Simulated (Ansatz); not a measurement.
This Ansatz (an electronic-structure program) input (MP2/pcseg-4) gives -681.79512 Eh with 210 basis functions. A basis named .json is the Basis Set Exchange file of that set (core-valence sets with the plain set on hydrogen).

Ansatz 0.2 input:
```yaml
crystal:
  periodic: [false, false, false]
  atoms:
    - {symbol: P, position_ang: [-0.00000000, -0.00000000, -0.94474959]}
    - {symbol: P, position_ang: [0.00000000, 0.00000000, 0.94474959]}
basis:
  gaussian:
    orbitals: pcseg-4.json
magnetization: {spin_polarized: false}
correlation: {method: mp2, electrons: outside_noble_gas}
```

Change:
```diff
- orbitals: pcseg-4.json
+ orbitals: cc-pV_5+d_Z.json
```

What does the run give now?

-681.80827 Eh (MP2/cc-pV(5+d)Z, 200 functions), a change of -13.15 mEh.
